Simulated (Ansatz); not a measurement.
# Cost against result

Saddle point of CH6ClSi, doublet (SiH₃Cl ([SiH3][Cl]) + CH₃ → SiH₂Cl ([SiH2][Cl]) + CH₄; bonds formed: H1–C4; bonds broken: H1–Si2), PBE0-D4/def2-TZVP structure:

| atom | x (Å) | y (Å) | z (Å) |
| --- | --- | --- | --- |
| H1 | 0.0469 | 0.0859 | 0.1461 |
| Si2 | 0.7340 | 0.0560 | -1.2912 |
| Cl3 | -0.3709 | -1.2099 | -2.4827 |
| C4 | -0.7455 | 0.0391 | 1.5675 |
| H5 | 0.7345 | 1.4006 | -1.9216 |
| H6 | 2.1213 | -0.4691 | -1.2206 |
| H7 | -0.0677 | -0.5736 | 2.1497 |
| H8 | -0.7824 | 1.0948 | 1.8084 |
| H9 | -1.6701 | -0.4237 | 1.2444 |

Barriers are electronic and count from the start structure reached by relaxing down the imaginary mode. Spin–orbit coupling is left out.

Computed with Ansatz 0.2.0 (basis: as named in each row); correlated methods freeze the cores; orbitals are unrestricted. B3LYP uses VWN-RPA correlation. Extrapolation: Hartree–Fock as exp(−7.88 √X), correlation as X^−2.97.

Times are rough, for one single point on 4 threads of a shared host (Arm Neoverse N1).

The estimate by CCSD(T) at an estimated basis limit (MP2 extrapolated from triple and quadruple zeta, plus CCSD(T) − MP2 in triple zeta) is 37.4 kJ/mol.

```json
{"method": "HF", "basis": "STO-3G", "time (s)": "under 1", "barrier (kJ/mol)": "64.9", "method less estimate": "27.4"}
{"method": "PBE-D4", "basis": "STO-3G", "time (s)": "under 1", "barrier (kJ/mol)": "-17.0", "method less estimate": "-54.4"}
{"method": "SPW92", "basis": "def2-SVP", "time (s)": "under 1", "barrier (kJ/mol)": "-20.4", "method less estimate": "-57.8"}
{"method": "B3LYP-D4", "basis": "6-31G", "time (s)": "1", "barrier (kJ/mol)": "9.7", "method less estimate": "-27.7"}
{"method": "PBE-D4", "basis": "def2-SVP", "time (s)": "1", "barrier (kJ/mol)": "5.1", "method less estimate": "-32.4"}
{"method": "SPW92", "basis": "def2-TZVPP", "time (s)": "2", "barrier (kJ/mol)": "-18.8", "method less estimate": "-56.2"}
{"method": "PBE0-D4", "basis": "def2-SVP", "time (s)": "2", "barrier (kJ/mol)": "19.5", "method less estimate": "-17.9"}
{"method": "PBE-D4", "basis": "def2-TZVPP", "time (s)": "3", "barrier (kJ/mol)": "6.1", "method less estimate": "-31.4"}
{"method": "BLYP-D4", "basis": "def2-TZVPP", "time (s)": "3", "barrier (kJ/mol)": "13.7", "method less estimate": "-23.8"}
{"method": "PBE0-D4", "basis": "def2-TZVPP", "time (s)": "5", "barrier (kJ/mol)": "20.2", "method less estimate": "-17.3"}
{"method": "B3LYP-D4", "basis": "def2-TZVPP", "time (s)": "5", "barrier (kJ/mol)": "23.8", "method less estimate": "-13.6"}
{"method": "BHLYP-D4", "basis": "def2-TZVPP", "time (s)": "5", "barrier (kJ/mol)": "39.2", "method less estimate": "1.8"}
{"method": "CAM-B3LYP-D4", "basis": "def2-TZVPP", "time (s)": "5", "barrier (kJ/mol)": "30.5", "method less estimate": "-7.0"}
{"method": "CCSD(T)", "basis": "def2-SVP", "time (s)": "6", "barrier (kJ/mol)": "46.8", "method less estimate": "9.4"}
{"method": "PBE-QIDH", "basis": "def2-TZVPP", "time (s)": "6", "barrier (kJ/mol)": "33.9", "method less estimate": "-3.6"}
{"method": "r2SCAN-D4", "basis": "def2-TZVPP", "time (s)": "6", "barrier (kJ/mol)": "22.0", "method less estimate": "-15.5"}
{"method": "B2PLYP", "basis": "def2-TZVPP", "time (s)": "6", "barrier (kJ/mol)": "33.3", "method less estimate": "-4.1"}
{"method": "RPA on PBE", "basis": "def2-TZVPP", "time (s)": "7", "barrier (kJ/mol)": "42.5", "method less estimate": "5.0"}
{"method": "wB97M-V", "basis": "def2-SVP", "time (s)": "8", "barrier (kJ/mol)": "32.5", "method less estimate": "-4.9"}
{"method": "r2SCAN0-D4", "basis": "def2-TZVPP", "time (s)": "8", "barrier (kJ/mol)": "29.7", "method less estimate": "-7.8"}
{"method": "wB97X-V", "basis": "def2-TZVPP", "time (s)": "11", "barrier (kJ/mol)": "31.4", "method less estimate": "-6.1"}
{"method": "wB97M-V", "basis": "def2-TZVPP", "time (s)": "13", "barrier (kJ/mol)": "34.6", "method less estimate": "-2.9"}
{"method": "B97M-V", "basis": "def2-TZVPP", "time (s)": "14", "barrier (kJ/mol)": "21.9", "method less estimate": "-15.5"}
{"method": "MP2", "basis": "def2-QZVPP", "time (s)": "20", "barrier (kJ/mol)": "41.8", "method less estimate": "4.4"}
{"method": "CCSD(T)", "basis": "def2-TZVPP", "time (s)": "170", "barrier (kJ/mol)": "39.1", "method less estimate": "1.7"}
```

All methods are single points on the PBE0-D4 structures; a negative value means that the method puts the saddle structure below the start.

T1 diagnostic: at most 0.014. ⟨S²⟩ of the unrestricted Hartree–Fock references: 0.75 to 0.78 (a pure state has 0.75).

Radical steps of this kind take place in plasma deposition and etching.

Labels in which every atom is bracketed show which atoms are joined, not bond orders.
